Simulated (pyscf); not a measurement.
H₂N–NH–GeH₃ + hydrogen (H₂) -> H₂N–NH₂ + germane (GeH₄), a four-centre exchange (singlet surface; Ge–N, H–H broken, H–N, Ge–H formed). Structures and frequencies: ωB97X-D3(BJ)/def2-SVP in PySCF. Energies in eV from the separated reactants.

Small-basis levels: PySCF, no dispersion term, spherical d functions. AM1 to PM7: differences of heats of formation from MOPAC, which are fitted to 298 K values and so differ in kind from electronic energies by zero-point and thermal terms. GFN2-xTB: tblite. Cost: rough CPU time at the saddle relative to B3LYP/6-31G*+LANL2DZ, from one job on a shared machine.

```tsv
level	barrier	reaction energy	cost
SVWN5/6-31G*+LANL2DZ	1.08	-0.22	1
PBE/6-31G*+LANL2DZ	1.51	-0.29	2
M06-2X/6-31G*+LANL2DZ	1.86	-0.14	2
PBE/def2-SVP	1.44	-0.26	3
GFN2-xTB	1.35	-0.22	under 0.02
AM1	2.50	+0.36	under 0.02
PM3	3.35	+0.99	under 0.02
ωB97M-D3(BJ)/def2-TZVP	1.81	-0.32	–
```

Against the last row the barrier runs from -0.73 (SVWN5/6-31G*+LANL2DZ) to +1.54 eV (PM3). ωB97M-D3(BJ)/def2-TZVP has limits of its own. H₂N–NH–GeH₃ lies 1.94 eV over its isomer H₂N–GeH₂–NH₂ (electronic energy, ωB97M-D3(BJ)/def2-TZVP). One saddle was located; it need not be the lowest between these sides. In the def2 sets elements up to Kr have no core potential.
